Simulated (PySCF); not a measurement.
How methods differ on the ionisation energy of Be

Be [He] 2s2 (1S) → Be⁺ [He] 2s1 (2S), as a difference of total energies. Computed with PySCF 2.14 in pcseg-2 (4s2p1d, 15 functions), with no relativity, point nucleus. Correlated levels: valence: 1s2 frozen. The calculations carry no spin-orbit coupling.

| method | ionisation energy (eV) |
| --- | --- |
| UHF | 8.022 |
| TPSS | 9.063 |
| M06-L | 8.872 |
| CCSD (valence) | 9.171 |

Task: Estimate what SCS-MP2 (valence) gives.

Result: 8.805 eV, closest to M06-L among the rows shown.

Task: Estimate what MP2 (valence) gives.

Result: 8.674 eV, closest to M06-L among the rows shown.

Errors of the correlated levels include the incompleteness of this basis and the frozen core.

With two correlated electrons CCSD is exact in that space.

For comparison: 9.323 eV (measured; NIST Atomic Spectra Database, ionization energies).
